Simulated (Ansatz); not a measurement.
This geometry of BH6SSi (9 atoms, charge 1, multiplicity 1) is a first-order saddle point.

Method: RKS B3LYP/def2-SVP in Ansatz 0.2.0.

```xyz
9
Properties=species:S:1:pos:R:3
B -1.320 0.653 -1.087
Si 0.365 0.736 0.070
S 0.284 -1.365 1.176
H -2.368 0.970 -0.601
H -1.229 0.261 -2.216
H 0.361 1.566 1.299
H 1.706 0.671 -0.560
H 0.690 -2.173 0.159
H 1.512 -1.318 1.761
```

Task: Which two structures does it join? (They come from a converged band through this point; their orientation in space is the band's.)

Result: No bond is made or broken. The dihedral H4–B1–Si2–S3 goes from -3 to 176°. The two ends are copies of one structure, up to a mirror image or an exchange of like atoms.

Initial state:

```xyz
9
Properties=species:S:1:pos:R:3
B -1.186 0.664 -1.261
Si 0.459 0.575 -0.093
S 0.065 -1.099 1.543
H -2.119 -0.078 -1.127
H -1.177 1.510 -2.111
H 0.677 1.692 0.859
H 1.719 0.092 -0.710
H 0.263 -2.211 0.785
H 1.299 -1.144 2.116
```

Final state:

```xyz
9
Properties=species:S:1:pos:R:3
B -1.185 0.661 -1.261
Si 0.457 0.578 -0.090
S 0.067 -1.100 1.543
H -1.184 1.514 -2.105
H -2.110 -0.091 -1.133
H 0.668 1.696 0.863
H 1.720 0.101 -0.707
H 0.263 -2.210 0.780
H 1.303 -1.148 2.111
```

Task: How far does it lie above each of them?

Result: 0.125 eV above the first and 0.125 eV above the second. This is the barrier of this one path; another mechanism may lie lower. Limits of this set-up: the dipole of an ion depends on the origin.

Run time: 4.6 min on 1 thread of Intel(R) Xeon(R) Platinum 8259CL CPU @ 2.50GHz (Skylake/Cascade Lake), with other jobs on the host, peak memory 0.25 GiB.
